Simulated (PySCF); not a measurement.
CH3, SMILES [CH3], multiplicity 2. Atoms are numbered in the order given.

```xyz
4

C      0.0000     0.0000     0.0000
H      1.0810     0.0000     0.0000
H     -0.5405    -0.9362     0.0000
H     -0.5405     0.9362     0.0000
```
Charge 0, spin multiplicity 2.

Geometry optimised at TPSSh-D3(BJ)/def2-TZVPD. The isomer is the one that the SMILES or the coordinates give; other isomers of the formula were not compared.

Calculation: TDA-PBE/def2-TZVPD in PySCF 2.14.0.

Vertical excitations; the highest root listed may be one member of a degenerate set. Isolated molecule, no solvent.

```tsv
state	energy (eV)	λ (nm)	f	main pairs
root 1	5.33	233	0.040	α HOMO→LUMO 100 %
root 2	6.78	183	0.000	α HOMO→LUMO+1, β HOMO→LUMO (degenerate set)
root 3	6.78	183	0.000	α HOMO→LUMO+2, β HOMO−1→LUMO (degenerate set)
root 4	7.45	166	0.000	α HOMO→LUMO+2, β HOMO−1→LUMO (degenerate set)
root 5	7.45	166	0.000	α HOMO→LUMO+1, β HOMO→LUMO (degenerate set)
root 6	8.35	148	0.109	α HOMO→LUMO+3 98 %
root 7	8.38	148	0.000	α HOMO→LUMO+5 (degenerate set)
root 8	8.38	148	0.000	α HOMO→LUMO+4 (degenerate set)
root 9	9.40	132	0.000	α HOMO→LUMO+6 95 %
root 10	9.63	129	0.082	α HOMO→LUMO+7 96 %
```
Unrestricted roots are not spin-pure.
